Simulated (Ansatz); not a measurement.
# SiH₃ (doublet): wave-function methods side by side at distance Si1–H4 = 2.395 Å, cc-pVDZ

How much of the correlation energy of SiH₃ (doublet) does each wave-function method recover here?

Program: Ansatz 0.2.0, Gaussian basis. Level of theory: cc-pVDZ, core rule «outside noble gas», up to 5 orbitals frozen. These are calculated values, not measurements.

Plan: UHF; CCSD(T) on ROHF; CCSD(T) on UHF; BCCD(T) on ROHF; CISD; CCSDT(Q) on ROHF; CCSDT(Q) on UHF; CCSDTQ on ROHF; CCSDTQ on UHF; CASSCF and MRCISD+Q, 3 electrons in 3 orbitals; CASSCF and NEVPT2, 3 electrons in 3 orbitals; CASSCF and MRCISD+Q, 7 electrons in 7 orbitals; CASSCF and NEVPT2, 7 electrons in 7 orbitals; Full CI.

**1. The geometry**

The geometry derives from a PBE0/def2-TZVP stationary point (not a proven minimum). One bond is set to the value named and the two fragments are kept rigid.

4 atoms, charge 0, spin multiplicity 2.

Atoms are counted from 1 here; the program's logs count them from 0.

Bond lengths: Si1–H2 1.486 Å, Si1–H3 1.486 Å. Angles: H2–Si1–H3 111.3°.

**2. UHF**

in.yaml reads:

```yaml
crystal:
  periodic: [false, false, false]
  atoms:
    - {symbol: Si, position_ang: [0.013901, 0.024371, -0.052662]}
    - {symbol: H, position_ang: [1.429159, 0.039026, 0.400193]}
    - {symbol: H, position_ang: [-0.707247, 1.244451, 0.394104]}
    - {symbol: H, position_ang: [-1.109250, -1.962552, 0.673076]}
basis:
  gaussian: {orbitals: cc-pVDZ}
magnetization: {spin_polarized: true, initial_magnetization: 1}
hamiltonian: {xc: hf}
output: {orbitals: {seedname: orbitals}}
```

Started as:

```bash
$ ansatz run in.yaml --threads 1 --pin off --events-out ev --progress --plain --max-ram 4096MiB --backend cpu
```

Further steps of the session: CCSD(T) on ROHF; CCSD(T) on UHF; BCCD(T) on ROHF; CISD; CCSDT(Q) on ROHF; CCSDT(Q) on UHF; CCSDTQ on ROHF; CCSDTQ on UHF; CASSCF and MRCISD+Q, 3 electrons in 3 orbitals; CASSCF and NEVPT2, 3 electrons in 3 orbitals; CASSCF and MRCISD+Q, 7 electrons in 7 orbitals; CASSCF and NEVPT2, 7 electrons in 7 orbitals; Full CI.

Q: Predict the results of all the runs planned. Wanted: FCI below the RHF energy; RMP2 from FCI; UMP2 from FCI; RCCSD from FCI; RCCSD(T) from FCI; UCCSD(T) from FCI; RCCSDT(Q) from FCI; UCCSDT(Q) from FCI; NEVPT2 pair from FCI.

The runs gave:

| quantity | value |
| --- | --- |
| FCI below the RHF energy | -3.8752 eV |
| RMP2 from FCI | +26.07 kcal/mol |
| UMP2 from FCI | +28.41 kcal/mol |
| RCCSD from FCI | +3.54 kcal/mol |
| RCCSD(T) from FCI | +0.90 kcal/mol |
| UCCSD(T) from FCI | +1.37 kcal/mol |
| RCCSDT(Q) from FCI | +0.02 kcal/mol |
| UCCSDT(Q) from FCI | +0.02 kcal/mol |
| NEVPT2 pair from FCI | +16.76 kcal/mol |
| MRCISD+Q pair from FCI | -0.09 kcal/mol |
| NEVPT2 valence from FCI | +14.74 kcal/mol |
| levels within 1 kcal/mol (43 meV) | RCCSD(T), BCCD(T), RCCSDT, UCCSDT, RCCSDT(Q), UCCSDT(Q), RCCSDTQ, UCCSDTQ, MRCISD+Q pair, MRCISD+Q valence |
| T1 diagnostic | 0.031 |
| effectively unpaired electrons | 1.19 |

What this shows: RCCSD(T) misses by +0.90 kcal/mol, 1.0 % of the correlation energy. CCSD(T) misses by +0.90 kcal/mol on the restricted determinant and by +1.37 kcal/mol on the unrestricted one; the two need not hold the same state or core. MRCISD+Q pair falls below full CI: the +Q correction isn't variational, and the cores differ from full CI's. One determinant dominates. Of the multireference levels listed MRCISD+Q pair comes nearest in total energy (-0.09 kcal/mol), which doesn't show that its space is the better one. These misses are within one basis, not against nature; the frozen cores of restricted and unrestricted runs differ, which can shift their rows.
